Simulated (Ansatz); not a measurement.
**CN radical: small, medium and large basis sets**

One table from this session's results is given with a row withheld; the runs are named, their logs left out.

Computed with Ansatz 0.2.0, Gaussian basis. Level: one geometry, several basis sets.

Levels to be run: PBE0-D4/def2-SVP; ωB97M-V/def2-SVP; PBE0-D4/def2-QZVPP; ωB97M-V/def2-QZVPP; CCSD(T)/cc-pV(D+d)Z; CCSD(T)/cc-pV(T+d)Z; CCSD(T)/cc-pV(Q+d)Z; the functionals' def2-TZVPP values are taken from earlier runs.

### The geometry

An earlier PBE0-D4 in a triple-zeta def2 set relaxation fixed the geometry.

2 atoms, charge 0, spin multiplicity 2.

Atoms are counted from 1 here; the program's logs count them from 0.

Bond lengths: C1–N2 1.160 Å.

Coordinates:

```xyz
2

C     0.49557   -0.16039    0.25524
N    -0.49557    0.16039   -0.25524
```

The first run:

in.yaml reads:

```yaml
crystal:
  periodic: [false, false, false]
  atoms:
    - {symbol: C, position_ang: [0.495570, -0.160386, 0.255237]}
    - {symbol: N, position_ang: [-0.495570, 0.160386, -0.255237]}
basis:
  gaussian: {orbitals: def2-SVP}
magnetization: {spin_polarized: true, initial_magnetization: 1}
hamiltonian: {xc: pbe0, dispersion: d4}
output: {orbitals: {seedname: orbitals}}
```

Command:

```console
$ ansatz run in.yaml --threads 2 --pin off --events-out ev --progress --plain --max-ram 32768MiB --backend cpu
```

Among the steps run: PBE0-D4 in def2-SVP; ωB97M-V in def2-SVP; PBE0-D4 in def2-QZVPP; ωB97M-V in def2-QZVPP.

One table of the session follows, with a row left open; its other results are not shown here.

It belongs to the step «Functionals by basis». 

```
functional       basis  HOMO (eV)  LUMO (eV)
   PBE0-D4    def2-SVP     -10.77      -6.23
   PBE0-D4  def2-TZVPP     -10.83      -6.37
   PBE0-D4  def2-QZVPP     -10.85      -6.38
   ωB97M-V    def2-SVP          ?          ?
   ωB97M-V  def2-TZVPP     -13.15      -4.44
   ωB97M-V  def2-QZVPP     -13.17      -4.44
```

Q: Estimate the row for ωB97M-V, def2-SVP from the others.

As computed: HOMO (eV): -13.05; LUMO (eV): -4.17. In the column «HOMO (eV)» it lies between ωB97M-V, def2-TZVPP (-13.15) and PBE0-D4, def2-QZVPP (-10.85).
